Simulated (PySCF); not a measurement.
**SiS⁺ from Hartree–Fock to correlated methods**

State: ²Π (doublet), unpaired electrons π ↑. Set-up: PySCF, spin-free X2C with a Gaussian nucleus, basis sets Si x2c-SVPall, S x2c-SVPall. De refers to Si⁺ + S in their high-spin ground configurations, without counterpoise correction. The functionals are run spin-unrestricted. A positive dipole points towards S; it is taken about the centre of mass and depends on that origin.

```csv
Level,Re (Å),ωe (cm⁻¹),De (eV),μ (D)
UHF,2.069,624,2.31,-3.15
UHF-MP2,2.077,616,3.47,n/a
UHF-SCS-MP2,2.079,612,3.39,n/a
UHF-CCSD,2.081,607,3.36,n/a
UHF-CCSD(T),2.091,589,3.52,n/a
PBE,2.112,561,4.23,-2.57
revPBE,2.118,556,4.04,-2.61
PW91,2.111,562,4.26,-2.57
BLYP,2.125,545,4.05,-2.60
r²SCAN,2.096,580,4.04,-2.64
PBE0,2.087,595,3.94,-2.73
LC-ωPBE,2.056,637,3.64,-2.81
```

Problem. Which functional lies closest to UHF-CCSD(T) in De, which farthest, and by how much do they differ from it?

Solution. Closest is LC-ωPBE (-3.5 pm in Re, +8.1 % in ωe, +0.12 eV in De against UHF-CCSD(T) in the same basis), farthest PW91 (+2.0 pm in Re, -4.6 % in ωe, +0.74 eV in De). CCSD(T) converges more slowly with the basis than the functionals do and binds too weakly in this one, so the order can change at the basis-set limit.

Problem. What does a quarter of exact exchange do here, going from PBE to PBE0?

Solution. PBE0 less PBE: -2.5 pm in Re, +6.1 % in ωe, -0.29 eV in De. Exact exchange removes part of the self-interaction that spreads semilocal densities, and in most molecules shortens and stiffens the bond and lowers De; so it does here.

Problem. What does the step from GGA to meta-GGA do here, going from PBE to r²SCAN?

Solution. r²SCAN less PBE: -1.6 pm in Re, +3.4 % in ωe, -0.19 eV in De. 

Correlated steps freeze 10 core orbitals. Correlated levels converge slowly with the basis: in double zeta they bind strong bonds too weakly, by up to about 1 eV, and carry superposition errors of some tenths. For an ion De counts to the pair picked by the measured ionisation energies or electron affinities, which need not be the lowest pair at this level. The state was picked by a PBE0 search and need not be the measured ground state.

The whole job (state search and all levels along the bond) took about 1.2 min on 1 thread of Arm Neoverse V1 (shared host), peak memory 0.43 GiB.
